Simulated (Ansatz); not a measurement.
**Worked example: building the atomization energy of CS2, singlet**

Measured: the G2/97 heats of formation, with zero-point and thermal terms from B3LYP taken off, give an electronic atomization energy of 277.8 kcal/mol (Curtiss et al., J. Chem. Phys. 106, 1063 (1997); Staroverov et al., J. Chem. Phys. 119, 12129 (2003)). The calculation below tries to reproduce it.

Geometry (MP2(full)/6-31G*, from the G2/97 set):

| atom | x (Å) | y (Å) | z (Å) |
| --- | --- | --- | --- |
| S | 0.0000 | 0.0000 | 1.5611 |
| C | 0.0000 | 0.0000 | 0.0000 |
| S | 0.0000 | 0.0000 | -1.5611 |

Atomization energies (atoms less molecule, kcal/mol) from Ansatz 0.2.0, frozen cores, restricted molecule, unrestricted atoms, sets cc-pV(D+d)Z, cc-pV(T+d)Z, cc-pV(Q+d)Z:

```json
{"level": "HF", "DZ": "159.72", "TZ": "163.55", "QZ": "164.00"}
{"level": "CCSD(T)", "DZ": "251.27", "TZ": "266.23", "QZ": "273.33"}
{"level": "CCSDT", "DZ": "251.16", "TZ": "265.24", "QZ": "–"}
{"level": "CCSDT(Q)", "DZ": "252.38", "TZ": "267.05", "QZ": "–"}
```

Problem. Extrapolate Hartree–Fock with exp(−5.46 √X) and the CCSD(T) correlation part with X⁻³ (X = 3, 4), add each higher step from the largest set that has it, and compare with the measured value.

Solution. Hartree–Fock: 164.00 + (164.00 − 163.55) × 0.301 = 164.14.
Correlation: TZ 102.68, QZ 109.33; (64 × 109.33 − 27 × 102.68) / 37 = 114.18.
Full triples (TZ): 265.24 − 266.23 = -0.99.
(Q) (TZ): 267.05 − 265.24 = 1.81.
Sum: 279.1 kcal/mol, 1.3 above the measured 277.8.

The steps beyond CCSD(T) add 0.82 kcal/mol, while going from QZ to the limit adds 4.99. Core correlation, scalar relativity, spin–orbit terms and the relaxation from this MP2 geometry are missing from the sum, and the measured value has its own uncertainty.
